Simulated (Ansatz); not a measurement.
C3H3F3 (`C=C(F)C(F)F`). Charge 0, multiplicity 1. The structure was optimised at the PBE0-D4/def2-TZVP level. It is one conformer, not always the lowest.

```xyz
9

C     0.097   -0.624   -1.272
C     0.051    0.358   -0.396
F     0.099    1.644   -0.757
C    -0.039    0.232    1.094
F    -1.210    0.758    1.531
F    -0.003   -1.066    1.460
H     0.170   -0.419   -2.331
H     0.060   -1.646   -0.926
H     0.775    0.764    1.598
```

Task: What is the dipole moment at r2SCAN/def2-TZVPP? (An estimate is asked.)

Result: Computed: 1.50 D, with components (1.21, -0.49, -0.72) D in this frame, pointing from negative to positive charge.

Task: And with PBE, B3LYP, ωB97M-V? (Best estimate.)

Result: The calculation gave: PBE 1.43 D, B3LYP 1.58 D, ωB97M-V 1.56 D.

Task: Give the Mulliken charges with r2SCAN, PBE, B3LYP in def2-TZVPP. (An estimate is asked.)

Result: The calculation gave: 
| atom | r2SCAN | PBE | B3LYP |
| --- | --- | --- | --- |
| C1 | -0.21 | -0.22 | -0.25 |
| C2 | 0.16 | 0.13 | 0.17 |
| F3 | -0.19 | -0.15 | -0.20 |
| C4 | 0.38 | 0.26 | 0.33 |
| F5 | -0.19 | -0.15 | -0.20 |
| F6 | -0.20 | -0.16 | -0.20 |
| H7 | 0.10 | 0.11 | 0.12 |
| H8 | 0.11 | 0.11 | 0.13 |
| H9 | 0.04 | 0.07 | 0.08 |

B3LYP here is the variant with VWN-RPA as its local correlation; programs differ in this.
